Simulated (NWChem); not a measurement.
## Total energies of Li

SMILES: [Li]
```xyz
1

Li     0.0000     0.0000     0.0000
```
Charge 0, spin multiplicity 2.

All runs are NWChem calculations.

Basis set: 6-31G* (14 functions).

```
method                         total energy (Ha)
-----------------------------  -----------------
UHF                                     -7.43124
UMP2                                    -7.43153
UB2PLYP                                 -7.46806
UPBE                                    -7.45974
UB3LYP                                  -7.49090
ULC-wPBE (omega 0.3 per bohr)           -7.46501
```

Total energies of different functionals aren't comparable as a measure of quality: only differences taken within one method are. 

The correlated methods freeze no orbitals. B3LYP has NWChem's definition, with VWN1-RPA local correlation. The Pople sets run with spherical d functions. The stability of the SCF solutions was not checked. Open-shell Hartree-Fock references start from PBE0 orbitals.
